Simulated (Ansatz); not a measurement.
**Rock-salt MgS**

All values below come from PBE (Ansatz, a quantum-chemistry and plane-wave program, PAW).

Settings: plane-wave cutoff 520 eV, 12×12×12 k mesh, perturbation theory, force constants from a 4×4×4 q mesh, scalar-relativistic PAW data made under PBE.

Cell: relaxed at this level.

For rock-salt MgS, the electronic dielectric constant ε∞ comes out as 5.41. The Born effective charge (magnitude) comes out as 2.35 e and the dielectric constant ε0 (ions relaxed) is 16.4. The TO(Γ) frequency is 224 cm⁻¹, the LO(Γ) frequency is 389 cm⁻¹ and the zero-point energy comes out as 0.040 eV/atom.

Measured, for comparison: zone-centre TO phonon frequency 240 cm⁻¹ (temperature not stated, not corrected to a static lattice; as tabulated in Chmeruk and Núñez-Valdez (2023), arXiv:2212.11645). Computed (rounded) less measured: zone-centre TO phonon frequency -7 %.

It cost about 13 core-minutes (a rough figure) of CPU time.
